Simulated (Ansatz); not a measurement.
**Isomers**

Structures of CH₆NSi (charge -1), singlet, relaxed at PBE0-D4/def2-TZVPD (vibrations not checked; lower isomers may exist, and structures with a doubtful reference or unclear bonds are left out). Computed with Ansatz 0.2.0 (basis: def2-TZVPPD); correlated methods freeze the cores. B3LYP uses VWN-RPA correlation.

Q: Rank them by CCSD(T) energy, lowest first, and give each one's height above the lowest. Links in brackets join atoms within 1.22 times the sum of their covalent radii (1.1 for two metals). (An estimate is asked for; the value comes from the calculation.)
A.
CH₆NSi ([CH2][SiH2][NH2]), total charge -1
```
9
angstrom
N -0.9071 0.8006 -1.0938
C 0.1147 -0.9421 1.1195
Si 0.3989 0.4379 0.0615
H -1.7503 0.2848 -0.8740
H -0.6684 0.6585 -2.0666
H 0.6468 1.6675 0.9067
H 1.5531 0.4957 -0.9542
H 0.0585 -1.9694 0.7590
H 0.3003 -0.8522 2.1884
```
B.
CH₆NSi ([CH3][N][SiH3]), total charge -1
```
9
angstrom
C -0.7090 0.9142 -0.8089
N -0.5202 0.4067 0.5029
Si 0.5636 -0.7801 0.8647
H 0.1911 1.3873 -1.2709
H -1.4833 1.7052 -0.8316
H -1.0484 0.1656 -1.5651
H 2.0557 -0.5321 0.5823
H 0.4090 -2.1550 0.1914
H 0.5415 -1.1119 2.3352
```
C.
CH₆NSi ([CH2][N][SiH4]), total charge -1
```
9
angstrom
C -0.8331 0.8783 -0.6486
N -0.2369 0.7169 0.4389
Si 0.4584 -0.8485 1.0546
H -0.9655 -1.0869 1.7231
H -1.2283 1.8660 -0.9510
H -1.0183 0.0760 -1.3915
H 1.7959 -0.4167 0.3092
H 0.4380 -2.2201 0.3646
H 1.1736 -0.9643 2.3964
```
D.
CH₆NSi ([CH][NH][SiH4]), total charge -1
```
9
angstrom
C -1.2237 1.0510 -0.9764
N -0.1270 0.8928 -0.3085
Si 0.5160 -0.5624 0.8922
H 0.6971 0.4872 1.9715
H -1.8388 0.1365 -0.7545
H 0.5421 1.6593 -0.4138
H 1.7239 -0.6996 -0.0138
H -0.8260 -1.2015 0.5774
H 0.9681 -1.7392 1.8300
```

A: The calculation gives: A (0.000 eV), B (0.356 eV), C (1.441 eV), D (1.991 eV). Heights count from the lowest.

Q: Do PBE-D4, r2SCAN-D4, PBE0-D4, B3LYP-D4, wB97M-V, HF, MP2 give the same order? (Judge from chemistry; the calculation decides.)

A: The calculation gives: All do.

T1 diagnostic: at most 0.016. The restricted Hartree–Fock reference is unstable towards an unrestricted one at one or more of these structures.

For scale, one of the runs: CCSD(T)/def2-TZVPPD, 224 basis functions, launched by `ansatz run in.yaml --threads 2 --pin off --events-out ev --progress --plain --max-ram 4352MiB`. Hardware: 2 CPU threads of an Arm Neoverse V1, shared host. Wall time 92 s; peak host memory 3.5 GiB.
